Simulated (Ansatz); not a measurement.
# BNH (quartet): wave-function methods side by side, def2-QZVPP

One table from this session's results is given with a row withheld; the runs are named, their logs left out.

The runs use Ansatz 0.2.0, Gaussian basis; def2-QZVPP, core rule «outside noble gas», up to 2 orbitals frozen.

Plan: UHF; ROHF; CCSD(T) on UHF.

2 further runs of the same task are left out: 2 set aside as unsound or not needed. Runs told in other sessions of the task aren't counted.

### What is computed

The geometry is a PBE0/def2-TZVP stationary point (not a proven minimum) of the parent state, kept for this charge and spin.

3 atoms, charge 0, spin multiplicity 4.

Atoms are counted from 1 here; the program's logs count them from 0.

Bond lengths: B1–N2 1.234 Å, N2–H3 0.993 Å. Angles: B1–N2–H3 180.0°.

The first run:

Contents of in.yaml:

```yaml
crystal:
  periodic: [false, false, false]
  atoms:
    - {symbol: B, position_ang: [0.000000, 0.000000, 1.153245]}
    - {symbol: N, position_ang: [0.000000, 0.000000, -0.080303]}
    - {symbol: H, position_ang: [0.000000, 0.000000, -1.072942]}
basis:
  gaussian: {orbitals: "def2-QZVPP.json"}
magnetization: {spin_polarized: true, initial_magnetization: 3}
hamiltonian: {xc: hf}
output: {orbitals: {seedname: orbitals}}
```

On the command line:

```console
$ ansatz run in.yaml --threads 1 --pin off --events-out ev --progress --plain --max-ram 2393MiB
```

Among the steps run: UHF; ROHF; CCSD(T) on UHF.

One of the session's tables, all rows but one given; the rest of the session is left out.

It belongs to the step «Misses and costs». 

| method | from UCCSD(T) (kJ/mol) |
| --- | --- |
| ROHF | ? |
| UHF | +662.7 |
| UMP2 | +75.4 |
| UCCSD | +25.6 |
| UCCSD(T) | 0 |

Q: Estimate the row for ROHF from the others.

The run gave: from UCCSD(T) (kJ/mol): +677.8. In the column «from UCCSD(T) (kJ/mol)» it is the highest.
